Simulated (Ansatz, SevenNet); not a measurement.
For zinc-blende HgS (metastable phase), the machine-learned potential SevenNet-l3i5 (trained on PBE and PBE+U data) gives:

| Quantity | Result |
|---|---|
| lattice constant a | 6.006 Å |
| bulk modulus B0 | 49.4 GPa |

What does HSE06 (PAW; Ansatz, an electronic-structure program) give for the same quantities?


- lattice constant a: 5.923 Å (falls by 1.4 %)
- bulk modulus: 59.4 GPa (grows by 20 %)

For comparison: lattice constant a 5.841 Å (measured, 295 K, not corrected to a static lattice; as tabulated in Cardona et al. (2009), arXiv:0908.2634).

Changes are worked out from the printed values.

Unless a cell is named, each level is at its own relaxed cell (SevenNet-l3i5 27.08, HSE06 25.97 Å³/atom).

Levels without +SOC leave out spin–orbit coupling, which shifts energies and cells of such heavy elements.

Ansatz's density-functional and Hartree–Fock values are scalar-relativistic unless marked +SOC, with PAW data made under PBE.
